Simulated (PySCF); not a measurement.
**CH5BF− (SMILES C[BH2-]F): levels of theory compared**

Wanted: a comparison of 3 runs (PW6B95-D3(0)/jul-cc-pV(T+d)Z, CASSCF(2,4)/SBKJC) of CH5BF−. The job is set up through a Python script.

The calculation is run with PySCF 2.14.0.

3 further runs of the same task are left out: 3 set aside as unsound or not needed.

## (1) The system as given

CH5BF− has 8 atoms, charge -1, and is taken as a singlet. SMILES: `C[BH2-]F`. Geometry: relaxed at GFN2-xTB.

Bond lengths: C1–B2 1.647 Å, B2–F3 1.455 Å, C1–H4 1.094 Å, C1–H5 1.093 Å, C1–H6 1.093 Å, B2–H7 1.227 Å, B2–H8 1.227 Å. Some angles: C1–B2–F3 109.2°, C1–B2–H7 111.1°, C1–B2–H8 111.2°, F3–B2–H7 107.4°, F3–B2–H8 107.4°, B2–C1–H4 111.1°, B2–C1–H5 112.1°, B2–C1–H6 112.0°, H7–B2–H8 110.6°, H4–C1–H5 107.2°.

## (2) Localised orbitals at PW6B95-D3(0)/jul-cc-pV(T+d)Z (density fitting with cc-pvtz-jkfit) (run 1)

The input, calc.py:

```python
import numpy
from pyscf import gto, dft, lo

molecule = gto.Mole()
molecule.atom = '''
C     -0.631540     0.494350    -0.258780
B      0.558430    -0.523170     0.253040
F      1.822410     0.196230     0.281390
H     -1.599680    -0.014200    -0.285860
H     -0.440060     0.877130    -1.264440
H     -0.740590     1.361010     0.397950
H      0.338240    -0.921460     1.392730
H      0.692770    -1.469900    -0.516030
'''
molecule.max_memory = 1860
molecule.charge = -1
molecule.basis = 'jul-cc-pv(t+d)z'
molecule.verbose = 4
molecule.build()

ks = dft.RKS(molecule, xc='pw6b95')
ks = ks.density_fit(auxbasis='cc-pvtz-jkfit')
ks.disp = 'd3zero'
ks.kernel()

e_final = ks.e_tot
print('Final energy', e_final)
occ = ks.mo_coeff[:, 3:molecule.nelec[0]]
loc = lo.cholesky_mos(occ)
r1 = numpy.einsum('xij,ip,jp->px', molecule.intor('int1e_r'), loc, loc)
spread = numpy.einsum('ij,ip,jp->p', molecule.intor('int1e_r2'), loc, loc) - (r1 ** 2).sum(1)
centres = r1 * 0.529177
print('orbital  centre (A)  spread (bohr^2)')
for i, (c, s) in enumerate(zip(centres, spread), 1):
    print('%3d %9.4f %9.4f %9.4f %9.4f' % (i, *c, s))
```

Command:

```
$ OMP_NUM_THREADS=1 python calc.py
```

The log of the run:

```text
PySCF version 2.14.0

[... 79 lines left out ...]
converged SCF energy = -166.143623726987
Final energy -166.14362372698736
[... 5 lines left out ...]
 10    0.5084   -0.9699    0.3726    6.4560
```

Run time: 47 s. Hardware: 1 thread of Arm Neoverse V2, shared host; peak memory 0.84 GiB.

## (3) Localised orbitals at PW6B95-D3(0)/jul-cc-pV(T+d)Z (density fitting with cc-pvtz-jkfit, Cartesian functions) (run 2)

The input, job.py:

```python
import numpy
from pyscf import gto, dft, lo

mol = gto.Mole()
mol.atom = '''
C       -0.631540       0.494350      -0.258780
B        0.558430      -0.523170       0.253040
F        1.822410       0.196230       0.281390
H       -1.599680      -0.014200      -0.285860
H       -0.440060       0.877130      -1.264440
H       -0.740590       1.361010       0.397950
H        0.338240      -0.921460       1.392730
H        0.692770      -1.469900      -0.516030
'''
mol.spin = 0
mol.verbose = 4
mol.charge = -1
mol.max_memory = 1860
mol.basis = 'jul-cc-pv(t+d)z'
mol.cart = True
mol.build()

mf = dft.RKS(mol)
mf.xc = 'pw6b95'
mf = mf.density_fit(auxbasis='cc-pvtz-jkfit')
mf.disp = 'd3zero'
mf.init_guess = 'huckel'
mf.kernel()

e_final = mf.e_tot
print('E(%s) = %.9f' % ('PW6B95', e_final))
occ = mf.mo_coeff[:, 3:mol.nelec[0]]
loc = lo.cholesky_mos(occ)
r1 = numpy.einsum('xij,ip,jp->px', mol.intor('int1e_r'), loc, loc)
spread = numpy.einsum('ij,ip,jp->p', mol.intor('int1e_r2'), loc, loc) - (r1 ** 2).sum(1)
centres = r1 * 0.529177
print('orbital  centre (A)  spread (bohr^2)')
for i, (c, s) in enumerate(zip(centres, spread), 1):
    print('%3d %9.4f %9.4f %9.4f %9.4f' % (i, *c, s))
```

Command:

```
$ OMP_NUM_THREADS=1 python job.py
```

The log of the run:

```text
PySCF version 2.14.0

[... 79 lines left out ...]
Atomic HF for atom  C  converged. SCF energy = -37.3426154614576
[... 53 lines left out ...]
Atomic HF for atom  F  converged. SCF energy = -99.0582943166252
[... 35 lines left out ...]
converged SCF energy = -166.145773654553
[... 6 lines left out ...]
 10    0.5088   -0.9688    0.3724    6.4610
```

Wall time 67 s (1 thread of Arm Neoverse V2, shared host); peak memory 0.97 GiB.

## (4) A single-point energy at CASSCF(2,4)/SBKJC (core potential) (run 3)

The input, job.py:

```python
import numpy
from pyscf import gto, scf, mp, mcscf

molecule = gto.M(
    atom='''
C
B 1 1.64722
F 2 1.454643 1 109.16459
H 1 1.093916 2 111.09224 3 -179.63912
H 1 1.092949 4 107.16299 2 122.72101
H 1 1.092834 5 107.01885 4 -114.68847
H 2 1.227197 3 107.35654 1 -120.48349
H 2 1.227116 7 110.5661 3 116.83699
''',
    max_memory=1860,
    verbose=3,
    basis='sbkjc',
    spin=0,
    charge=-1,
    ecp={'C': 'sbkjc', 'B': 'sbkjc', 'F': 'sbkjc'},
)

myscf = scf.RHF(molecule)
myscf.kernel()

pt = mp.MP2(scf.addons.convert_to_uhf(myscf)).run()
noons, natorbs = mcscf.addons.make_natural_orbitals(pt)
print('natural occupations', numpy.round(noons[:40], 4))
cas = mcscf.CASSCF(myscf, 4, 2)
cas.fix_spin_(ss=0.0)
cas.natorb = True
cas.kernel(natorbs)
etot = cas.e_tot
print(f'total energy: {etot:.8f} hartree')
```

Command:

```
$ OMP_NUM_THREADS=1 python job.py
```

The log of the run:

```text
converged SCF energy = -34.9360588164255
E(UMP2) = -35.1746842498244  E_corr = -0.238625433398842
E(SCS-UMP2) = -35.1785009878182  E_corr = -0.242442171392632
natural occupations [1.9943e+00 1.9903e+00 1.9871e+00 1.9848e+00 1.9818e+00 1.9802e+00
 1.9786e+00 1.9784e+00 1.9765e+00 1.9739e+00 2.4500e-02 2.1000e-02
 1.9800e-02 1.5800e-02 1.5800e-02 1.4500e-02 1.0600e-02 9.1000e-03
 8.7000e-03 7.4000e-03 5.6000e-03 5.3000e-03 4.2000e-03 3.2000e-03
 3.1000e-03 1.6000e-03 1.0000e-03 7.0000e-04 7.0000e-04 5.0000e-04
 4.0000e-04 4.0000e-04 2.0000e-04 1.0000e-04]
CASSCF energy = -34.9527371890717
CASCI E = -34.9527371890717  E(CI) = -1.73376361905174  S^2 = 0.0000000
total energy: -34.95273719 hartree
```

Run time: 2.9 s. Hardware: 1 thread of Arm Neoverse V2, shared host; peak memory 0.12 GiB.

## (5) The series

| run | level | Cartesian functions | starting guess | energy (Eh) | HOMO energy (eV) | LUMO energy (eV) | HOMO–LUMO gap (eV) | wall time |
| --- | --- | --- | --- | --- | --- | --- | --- | --- |
| 1 | PW6B95-D3(0)/jul-cc-pV(T+d)Z (density fitting with cc-pvtz-jkfit) | no | minao | -166.143624 | -1.76 | 3.27 | 5.03 | 47 s |
| 2 | PW6B95-D3(0)/jul-cc-pV(T+d)Z (density fitting with cc-pvtz-jkfit, Cartesian functions) | yes | huckel | -166.145774 | -1.76 | 3.27 | 5.04 | 67 s |
| 3 | CASSCF(2,4)/SBKJC (core potential) | no | minao | -34.952737 | -4.67 | 10.61 | 15.28 | 2.9 s |

## (6) Results

| quantity | value |
| --- | --- |
| run 3: total energy | -34.95274 Eh |
| run 3: HOMO energy (Hartree–Fock orbitals) | -4.67 eV |
| run 3: LUMO energy (Hartree–Fock orbitals) | 10.61 eV |
| run 3: HOMO–LUMO gap (to an unbound level, set by the basis) | 15.28 eV |

**Reading.** Some runs of one species differ in core potentials or relativity; totals across that change don't compare. All runs together took 1.9 min, the longest 67 s.
